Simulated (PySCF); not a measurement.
# Electric field gradients and quadrupole coupling constants

Compound: C₃H₆FN.
Numbering: `[CH2:1]=[C:2]([F:3])[CH2:4][NH2:5]` (hydrogens: H6, H7 on C1; H8, H9 on C4; H10, H11 on N5)

Structure used (PBE0-D3(BJ)/def2-SVP), in Å, numbered top down from 1:
```
atom  x, y, z in Å
C1     1.7758    0.2618    0.1885
C2     0.5563   -0.2262    0.3961
F3     0.1972   -0.6347    1.6242
C4    -0.5660   -0.3795   -0.5815
N5    -1.7910    0.2979   -0.2063
H6     2.5029    0.3234    1.0001
H7     2.0620    0.6013   -0.8071
H8    -0.2282   -0.0279   -1.5683
H9    -0.7845   -1.4566   -0.6921
H10   -1.6127    1.2926   -0.0775
H11   -2.1102   -0.0508    0.6959
```

Field gradients from the PBE0/pcSseg-1 density (PySCF, non-relativistic), principal values in atomic units, ordered |Vxx| ≤ |Vyy| ≤ |Vzz|:

```csv
atom,Vxx,Vyy,Vzz
N5,0.4514,0.6782,-1.1296
```

Problem. Find the asymmetry η = (Vxx − Vyy)/Vzz and the couplings χ = eQV/h (234.96 MHz × Q in barn × V in au), with Q(14N) = 0.02044 b.

Solution. 
```
atom             environment  nucleus     η  χzz (MHz)  χxx (MHz)  χyy (MHz)
  N5  primary amine nitrogen      14N  0.20      -5.43       2.17       3.26
```

Problem. What is Vzz at N5 in SI units (1 au = 9.71736 × 10²¹ V/m²)?

Solution. -1.1296 au = -10.977 × 10²¹ V/m².

Problem. What couplings would deuterons (Q(2H) = 0.00286 b) have in place of the hydrogens, at this geometry?

Solution. 
| atom | bonded to | bond length (Å) | Vzz (au) | η | χzz (kHz) |
| --- | --- | --- | --- | --- | --- |
| H6 | C1 | 1.091 | 0.3112 | 0.07 | 209 |
| H7 | C1 | 1.090 | 0.3134 | 0.09 | 211 |
| H8 | C4 | 1.101 | 0.2832 | 0.04 | 190 |
| H9 | C4 | 1.105 | 0.2770 | 0.03 | 186 |
| H10 | N5 | 1.019 | 0.3853 | 0.17 | 259 |
| H11 | N5 | 1.018 | 0.3845 | 0.17 | 258 |

The structure is a single PBE0-D3(BJ)/def2-SVP conformer in the gas phase; no vibrational or solvent corrections. A larger basis could move these couplings by a tenth or more.
